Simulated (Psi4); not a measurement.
# A workflow on PH2F3 (SMILES F[PH2](F)F), part 2 of 2

Psi4 1.11. The steps go on from the part before.

## 4. The energy at CCSD(T)/cc-pVDZ (run 3)

f3h2p.inp

```
memory 1600 MB

molecule {
  F     -0.949730     0.425841    -1.286632
  P      0.138458     0.055950    -0.112679
  F      1.249516    -0.337967     1.031668
  F     -0.672053     0.940313     0.947601
  H      1.148318     0.707350    -0.856043
  H     -0.220794    -1.306297    -0.220691
  units angstrom
}

set basis cc-pVDZ
set scf_type pk
set freeze_core true

e_tot = energy('ccsd(t)')
```

Launch:

```bash
$ psi4 -i f3h2p.inp -o f3h2p.out -n 1
```

f3h2p.out (excerpt; [...] marks lines left out):

```text
[...]
  Running in c1 symmetry.
[...]
  Nuclear repulsion =  205.720016516810603
[...]
  Multiplicity = 1
[...]
  Nalpha       = 22
  Nbeta        = 22
[...]
    Number of basis functions: 70
[...]
   @RHF iter   1:  -640.16045544034807   -4.43846e-01   7.17148e-03 DIIS/ADIIS
[...]
   @RHF iter  11:  -640.26530555193460   -2.27374e-12   1.74328e-09 DIIS
[...]
    Orbital Energies [Eh]
    ---------------------
    Doubly Occupied:
       1A    -80.179370     2A    -26.340177     3A    -26.285755
       4A    -26.285750     5A     -7.692479     6A     -5.590885
       7A     -5.590456     8A     -5.588339     9A     -1.658717
      10A     -1.590071    11A     -1.584406    12A     -0.936783
      13A     -0.766576    14A     -0.761792    15A     -0.760604
      16A     -0.699749    17A     -0.672151    18A     -0.660399
      19A     -0.635010    20A     -0.619087    21A     -0.564979
      22A     -0.545137
[...]
  @RHF Final Energy:  -640.26530555193460
   => Energetics <=
    Nuclear Repulsion Energy =            205.7200165168106025
    One-Electron Energy =               -1299.9532972377714941
    Two-Electron Energy =                 453.9679751690263174
    Total Energy =                       -640.2653055519346026
[...]
 Multipole Moments:
 ------------------------------------------------------------------------------------
     Multipole            Electronic (a.u.)      Nuclear  (a.u.)        Total (a.u.)
 ------------------------------------------------------------------------------------
 L = 1.  Multiply by 2.5417464519 to convert [e a0] to [Debye]
 Dipole X            :         -0.6745403            1.0547796            0.3802393
 Dipole Y            :          0.7369023           -1.1523141           -0.4154118
 Dipole Z            :          0.8826394           -1.3802573           -0.4976179
 Magnitude           :                                                    0.7515134
[...]
      * MP2 total energy                      = -640.963092638635430
[...]
      * CCSD total energy                     = -640.981055536061263
[...]
      * CCSD(T) total energy                  = -640.993316775570520
[...]
```

It took 18 s on 1 thread of AMD EPYC 7B13 (Zen 3), shared host; peak memory 0.35 GiB.

## 5. The vertical excitations at TD-PBE/6-31G(d) (density fitting, Cartesian functions, save jk yes) (run 4)

job.in

```
memory 1600 mb

molecule geom {
  F     -1.79472959     0.80472286    -2.43138210
  P      0.26164770     0.10573018    -0.21293245
  F      2.36124303    -0.63866507     1.94956997
  F     -1.26999611     1.77693404     1.79070637
  H      2.17000652     1.33669777    -1.61768682
  H     -0.41724019    -2.46854357    -0.41704555
  units bohr
}

set basis 6-31G*
set save_jk true

from psi4.driver.procrouting.response.scf_response import tdscf_excitations
e, wfn = energy("pbe", return_wfn=True)
states = tdscf_excitations(wfn, states=4, tda=False)
```

Launch:

```bash
$ psi4 job.in job.out -n 1
```

job.out:

```text
Psi4 1.11 release

   => Loading Basis Set <=

    Name: 6-31G*
    Role: ORBITAL
    Keyword: BASIS

         ---------------------------------------------------------
                                   SCF
                              RKS Reference
                        1 Threads,   1525 MiB Core
         ---------------------------------------------------------

  ==> Geometry <==

    Molecular point group: c1
    Full point group: C1

    Geometry (in Bohr), charge = 0, multiplicity = 1:

       Center              X                  Y                   Z               Mass
    ------------   -----------------  -----------------  -----------------  -----------------
         F           -1.755896821109     0.370783145006    -2.611645426609    18.998403162730
         P            0.300480468891    -0.328209534994    -0.393195776609    30.973761998420
         F            2.400075798891    -1.072604784994     1.769306643391    18.998403162730
         F           -1.231163341109     1.342994325006     1.610443043391    18.998403162730
         H            2.208839288891     0.902758055006    -1.797950146609     1.007825032230
         H           -0.378407421109    -2.902483284994    -0.597308876609     1.007825032230

  Running in c1 symmetry.

  Rotational constants: A =      0.38439  B =      0.15944  C =      0.11772 [cm^-1]
  Rotational constants: A =  11523.85038  B =   4779.84198  C =   3529.08695 [MHz]
  Nuclear repulsion =  205.720016677386809

  Charge       = 0
  Multiplicity = 1
  Electrons    = 44
  Nalpha       = 22
  Nbeta        = 22

  ==> Algorithm <==

  SCF Algorithm Type is DF.
  DIIS enabled.
  MOM disabled.
  Fractional occupation disabled.
  Guess Type is SAD.
  Energy threshold   = 1.00e-06
  Density threshold  = 1.00e-06
  Integral threshold = 1.00e-12

  ==> Primary Basis <==

  Basis Set: 6-31G*
    Blend: 6-31G*
    Number of shells: 30
    Number of basis functions: 68
    Number of Cartesian functions: 68
    Spherical Harmonics?: false
    Max angular momentum: 2

  ==> DFT Potential <==

   => LibXC <=

    Version 7.1.2

   => Composite Functional: PBE <=

    PBE GGA Exchange-Correlation Functional

    Deriv               =              1
    GGA                 =           TRUE
    Meta                =          FALSE

    Exchange Hybrid     =          FALSE
    MP2 Hybrid          =          FALSE

   => Exchange Functionals <=

    1.0000     XC_GGA_X_PBE

   => Correlation Functionals <=

    1.0000     XC_GGA_C_PBE

   => LibXC Density Thresholds  <==

    XC_GGA_C_PBE:  1.00E-12
    XC_GGA_X_PBE:  1.00E-15

   => Molecular Quadrature <=

    Radial Scheme          =       TREUTLER
    Pruning Scheme         =           NONE
    Nuclear Scheme         =       TREUTLER

    Blocking Scheme        =         OCTREE
    BS radius alpha        =              1
    Pruning alpha          =              1
    Radial Points          =             75
    Spherical Points       =            302
    Total Points           =         130637
    Total Blocks           =           1047
    Max Points             =            256
    Max Functions          =             66
    Weights Tolerance      =       1.00E-15

   => Loading Basis Set <=

    Name: (6-31G* AUX)
    Role: JKFIT
    Keyword: DF_BASIS_SCF

  ==> Integral Setup <==

  DFHelper Memory: AOs need 0.017 GiB; user supplied 0.897 GiB.
  SCF_SUBTYPE=INCORE selected. In-core MEM_DF algorithm will be used.
  Using in-core AOs.

  ==> MemDFJK: Density-Fitted J/K Matrices <==

    J tasked:                   Yes
    K tasked:                    No
    wK tasked:                   No
    Memory [MiB]:               918
    Algorithm:                 Core
    Schwarz Cutoff:           1E-12
    Mask sparsity (%):       0.6055
    Fitting Condition:        1E-10

   => Auxiliary Basis Set <=

  Basis Set: (6-31G* AUX)
    Blend: CC-PVDZ-JKFIT
    Number of shells: 126
    Number of basis functions: 423
    Number of Cartesian functions: 423
    Spherical Harmonics?: false
    Max angular momentum: 3

  Cached 100.0% of DFT collocation blocks in 0.221 [GiB].

  Minimum eigenvalue in the overlap matrix is 5.6166187501E-03.
  Reciprocal condition number of the overlap matrix is 1.0095310942E-03.
    Using symmetric orthogonalization.

  ==> Pre-Iterations <==

  SCF Guess: Superposition of Atomic Densities via on-the-fly atomic UHF (no occupation information).

   -------------------------
    Irrep   Nso     Nmo
   -------------------------
     A         68      68
   -------------------------
    Total      68      68
   -------------------------

  ==> Iterations <==

                           Total Energy        Delta E     RMS |[F,P]|

   @DF-RKS iter SAD:  -641.47767217984176   -6.41478e+02   0.00000e+00
   @DF-RKS iter   1:  -641.56560008199847   -8.79279e-02   8.01810e-03 ADIIS/DIIS
   @DF-RKS iter   2:  -641.32555249384859    2.40048e-01   1.50123e-02 ADIIS/DIIS
   @DF-RKS iter   3:  -641.65453723364067   -3.28985e-01   1.24114e-03 ADIIS/DIIS
   @DF-RKS iter   4:  -641.65691372437982   -2.37649e-03   6.47065e-04 ADIIS/DIIS
   @DF-RKS iter   5:  -641.65750097229898   -5.87248e-04   1.83272e-04 ADIIS/DIIS
   @DF-RKS iter   6:  -641.65755981222912   -5.88399e-05   3.30169e-05 DIIS
   @DF-RKS iter   7:  -641.65756241097972   -2.59875e-06   4.12204e-06 DIIS
   @DF-RKS iter   8:  -641.65756244587033   -3.48906e-08   5.28772e-07 DIIS
  Energy and wave function converged.

  ==> Post-Iterations <==

   Electrons on quadrature grid:
      Ntotal   =   43.9999866556 ; deviation = -1.334e-05

    Orbital Energies [Eh]
    ---------------------

    Doubly Occupied:

       1A    -76.497399     2A    -24.302353     3A    -24.253436
       4A    -24.253431     5A     -6.460438     6A     -4.680931
       7A     -4.679692     8A     -4.675391     9A     -1.133677
      10A     -1.067637    11A     -1.063931    12A     -0.620488
      13A     -0.480456    14A     -0.478329    15A     -0.462682
      16A     -0.390608    17A     -0.375323    18A     -0.362692
      19A     -0.344952    20A     -0.318393    21A     -0.316841
      22A     -0.290625

    Virtual:

      23A     -0.028100    24A      0.018491    25A      0.076733
      26A      0.099468    27A      0.211226    28A      0.247472
      29A      0.270919    30A      0.312643    31A      0.520184
      32A      0.529435    33A      0.589381    34A      0.624494
      35A      0.836689    36A      0.952311    37A      0.962882
      38A      1.080683    39A      1.090004    40A      1.130560
      41A      1.183278    42A      1.186674    43A      1.221412
      44A      1.279915    45A      1.320110    46A      1.325950
      47A      1.451407    48A      1.604007    49A      1.679530
      50A      1.724191    51A      1.758509    52A      1.760376
      53A      1.770055    54A      1.779761    55A      1.801322
      56A      1.841023    57A      1.895813    58A      1.902567
      59A      1.926801    60A      2.005046    61A      2.042313
      62A      2.469004    63A      2.581873    64A      2.831904
      65A      3.566027    66A      3.733469    67A      4.093165
      68A      4.372615

    Final Occupation by Irrep:
              A
    DOCC [    22 ]
    NA   [    22 ]
    NB   [    22 ]

  @DF-RKS Final Energy:  -641.65756244587033

   => Energetics <=

    Nuclear Repulsion Energy =            205.7200166773868091
    One-Electron Energy =               -1300.6235197846826850
    Two-Electron Energy =                 508.2823846288986260
    DFT Exchange-Correlation Energy =     -55.0364439674731400
    Empirical Dispersion Energy =           0.0000000000000000
    VV10 Nonlocal Energy =                  0.0000000000000000
    Total Energy =                       -641.6575624458703260

Computation Completed

Properties will be evaluated at   0.000000,   0.000000,   0.000000 [a0]

Properties computed using the SCF density matrix

 Multipole Moments:

 ------------------------------------------------------------------------------------
     Multipole            Electronic (a.u.)      Nuclear  (a.u.)        Total (a.u.)
 ------------------------------------------------------------------------------------

 L = 1.  Multiply by 2.5417464519 to convert [e a0] to [Debye]
 Dipole X            :         -0.7956426            1.0547796            0.2591370
 Dipole Y            :          0.8691006           -1.1523141           -0.2832135
 Dipole Z            :          1.0410827           -1.3802573           -0.3391746
 Magnitude           :                                                    0.5122512

 ------------------------------------------------------------------------------------

	total time  =          3 seconds =       0.05 minutes

******************************************************************************************
**********                               WARNING                                **********
**********       The names of excited state variables changed between 1.5       **********
**********     and 1.6. For a quick solution, remove the symmetry specifier     **********
**********   from the variable name. For full details, see 'Notes on Psivars'   **********
**********                        in the documentation.                         **********
******************************************************************************************

         ---------------------------------------------------------
                         TDSCF excitation energies
         ---------------------------------------------------------

  ==> Options <==

     Residual threshold  : 1.0000e-04
     Initial guess       : denominators
     Reference           : RHF
     Solver type         : RPA (Hamiltonian)

  ==> Requested Excitations <==

      4 singlet states with A symmetry

  ==> Seeking the lowest 4 singlet states with A symmetry

                        Generalized Hamiltonian Solver

  ==> Options <==

    Max number of iterations        = 60
    Eigenvector tolerance           = 1.0000e-04
    Max number of expansion vectors = 800

  => Iterations <=
                              Max[D[value]]     Max[|R|]   # vectors
  HamiltonianSolver iter   1:   3.21451e-01  2.07936e-01     16
  HamiltonianSolver iter   2:   1.07640e-02  7.53165e-02     20
  HamiltonianSolver iter   3:   6.99091e-04  2.61114e-02     28
  HamiltonianSolver iter   4:   8.92501e-05  1.06147e-02     36
  HamiltonianSolver iter   5:   1.08243e-05  3.83128e-03     44
  HamiltonianSolver iter   6:   1.39442e-06  1.84893e-03     52
  HamiltonianSolver iter   7:   2.68342e-07  8.33331e-04     60
  HamiltonianSolver iter   8:   4.09318e-08  3.96473e-04     64
  HamiltonianSolver iter   9:   6.56098e-09  1.70638e-04     68
  HamiltonianSolver iter  10:   1.09236e-09  8.06950e-05     70      Converged

******************************************************************************************
**********                               WARNING                                **********
**********  Length-gauge rotatory strengths are **NOT** gauge-origin invariant  **********
******************************************************************************************

                                    Excitation Energy         Total Energy        Oscillator Strength             Rotatory Strength
     #   Sym: GS->ES (Trans)        au              eV              au          au (length)    au (velocity)    au (length)    au (velocity)
    ---- -------------------- --------------- --------------- --------------- --------------- --------------- --------------- ---------------
     1        A->A (1 A)       0.26649         7.25167        -641.39107       0.0029          0.0088          0.0000          0.0000
     2        A->A (1 A)       0.30186         8.21393        -641.35571       0.0165          0.0139         -0.0000         -0.0000
     3        A->A (1 A)       0.30722         8.36001        -641.35034       0.0354          0.0246          0.0000          0.0000
     4        A->A (1 A)       0.31862         8.66997        -641.33895       0.0000          0.0000          0.0000          0.0000

Contributing excitations and de-excitations
Only contributions with abs(coeff) > 1.00e-01 will be printed:

Excited State    1 (1 A):   0.26649 au   170.97 nm f = 0.0029
  Sums of squares: Xssq =  1.000246e+00; Yssq =  2.457049e-04; Xssq - Yssq =  1.000000e+00
     22a  ->  23a     0.998484 (99.697%)

Excited State    2 (1 A):   0.30186 au   150.94 nm f = 0.0165
  Sums of squares: Xssq =  1.001512e+00; Yssq =  1.512274e-03; Xssq - Yssq =  1.000000e+00
     18a  ->  23a     0.133827 ( 1.791%)
     18a  ->  24a     0.106738 ( 1.139%)
     21a  ->  23a    -0.978331 (95.713%)

Excited State    3 (1 A):   0.30722 au   148.31 nm f = 0.0354
  Sums of squares: Xssq =  1.002285e+00; Yssq =  2.284980e-03; Xssq - Yssq =  1.000000e+00
     20a  ->  23a    -0.970621 (94.210%)
     20a  ->  24a     0.174351 ( 3.040%)

Excited State    4 (1 A):   0.31862 au   143.00 nm f = 0.0000
  Sums of squares: Xssq =  1.000035e+00; Yssq =  3.497238e-05; Xssq - Yssq =  1.000000e+00
     19a  ->  23a     0.999809 (99.962%)

******************************************************************************************
**********                               WARNING                                **********
**********       The names of excited state variables changed between 1.5       **********
**********     and 1.6. For a quick solution, remove the symmetry specifier     **********
**********   from the variable name. For full details, see 'Notes on Psivars'   **********
**********                        in the documentation.                         **********
******************************************************************************************

    Psi4 run time: 0:00:16.42
```

Wall time 18 s (1 thread of AMD EPYC 7B13 (Zen 3), shared host); peak memory 0.46 GiB.

The roots found:

```csv
excited state,energy (eV),strength,label
1,7.252,0.0029,A 1
2,8.214,0.0165,A 1
3,8.360,0.0354,A 1
4,8.670,0.0000,A 1
```

## 6. Results

This closing draws on all 2 parts.

| quantity | value |
| --- | --- |
| run 1, PBE/6-31G*: total energy at the end | -641.65756 Eh |
| run 1, PBE/6-31G*: dipole moment | 1.30 D |
| run 1, PBE/6-31G*: HOMO energy | -7.91 eV |
| run 1, PBE/6-31G*: LUMO energy | -0.76 eV |
| run 1, PBE/6-31G*: HOMO–LUMO gap | 7.14 eV |
| run 2, PBE/6-31G*: lowest harmonic wavenumber | 275 cm⁻¹ |
| run 2, PBE/6-31G*: highest harmonic wavenumber | 2495 cm⁻¹ |
| run 2, PBE/6-31G*: zero-point energy | 74.0 kJ/mol |
| run 2, PBE/6-31G*: ideal-gas entropy at 298.15 K (symmetry number 2 as used) | 68.0 cal/(mol K) |
| run 3, CCSD(T)/cc-pVDZ: total energy | -640.99332 Eh |
| run 3, CCSD(T)/cc-pVDZ: HOMO energy (Hartree–Fock orbitals) | -14.83 eV |
| run 3, CCSD(T)/cc-pVDZ: LUMO energy (Hartree–Fock orbitals) | 3.75 eV |
| run 3, CCSD(T)/cc-pVDZ: HOMO–LUMO gap (Hartree–Fock orbitals) | 18.59 eV |
| run 3, CCSD(T)/cc-pVDZ: correlation energy (8 core orbitals frozen) | -728.0 mEh |
| run 3, CCSD(T)/cc-pVDZ: (T) correction | -12.26 mEh |
| run 3, CCSD(T)/cc-pVDZ: T1 diagnostic | 0.012 |
| run 4, TD-PBE/6-31G*: ground-state or mean-field energy | -641.65756 Eh |
| run 4, TD-PBE/6-31G*: dipole moment (PBE Kohn–Sham density) | 1.30 D |
| run 4, TD-PBE/6-31G*: HOMO energy (PBE Kohn–Sham orbitals) | -7.91 eV |
| run 4, TD-PBE/6-31G*: LUMO energy (PBE Kohn–Sham orbitals) | -0.76 eV |
| run 4, TD-PBE/6-31G*: HOMO–LUMO gap (PBE Kohn–Sham orbitals) | 7.14 eV |
| run 4, TD-PBE/6-31G*: lowest excitation energy | 7.25 eV |

What this shows: The optimisation (run 1, PBE/6-31G*) took 13 steps and changed the energy by -0.133 eV. All 12 modes (run 2, PBE/6-31G*) are real, so the shape is a minimum at this level. The triples (run 3, CCSD(T)/cc-pVDZ) make up 1.7 % of the correlation energy. The brightest of the 4 transitions from the ground state lies at 8.36 eV (148 nm, f = 0.035); the lowest, at 7.25 eV, has f = 0.003. The basis has no diffuse functions, so Rydberg states are missing or pushed up, and the true lowest state may lie lower. Roots above 7.9 eV lie over the negative of the HOMO energy, where those of Rydberg kind are poorly described; valence roots are less touched.
